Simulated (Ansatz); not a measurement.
**White tin (β-Sn)**

Method: PBEsol (plane waves, PAW; Ansatz, a program for electronic structure).

Settings: plane-wave cutoff 500 eV, 26×26×26 k mesh, Fermi–Dirac smearing 0.1 eV, scalar-relativistic PAW data made under PBE.

Cell (relaxed at this level):

```
CELL_PARAMETERS angstrom
     -2.92061     2.92061     1.57679
      2.92061    -2.92061     1.57679
      2.92061     2.92061    -1.57679
ATOMIC_POSITIONS crystal
  Sn 0.75000 0.25000 0.50000
  Sn 0.00000 0.00000 0.00000
```

For white tin (β-Sn), the equilibrium volume per atom is 26.90 Å³/atom and the lattice constant a comes out as 5.841 Å. The lattice parameter c comes out as 3.154 Å.

Measured, for comparison: lattice constant a 5.831 Å, lattice parameter c 3.181 Å (293 K, no zero-point or thermal correction; as tabulated in Wikipedia's data pages). Computed (rounded) less measured: lattice constant a +0.2 %, lattice parameter c -0.8 %. A static lattice is as a rule a little smaller and stiffer than an uncorrected measurement, which narrows the difference in the lattice parameter c and would widen misses of the other sign.

Spin–orbit coupling is not included.

Cost on a shared machine: roughly 9 core-minutes.
